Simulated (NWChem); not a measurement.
hydrogen fluoride (HF) in NWChem

```
F
H 1 0.9323
```
Charge 0, spin multiplicity 1.

Everything below was run with NWChem. Structure: optimised with PBE/def2-SVP, a minimum by its harmonic frequencies.

No SCF solution was tested for a lower state.

Worked example. At BP86/def2-TZVP the molecule has a total energy of -100.48858 Ha and the free atoms (multiplicities F 2, H 2) H -0.50002, F -99.76144 Ha. The electronic atomisation energy is the atoms' sum less the molecule's energy.

1·(-99.76144) + 1·(-0.50002) = -100.26146 Ha for the atoms; less the molecule's energy this leaves 0.22712 Ha, or 142.5 kcal/mol (596 kJ/mol), without zero-point, thermal or spin-orbit terms.
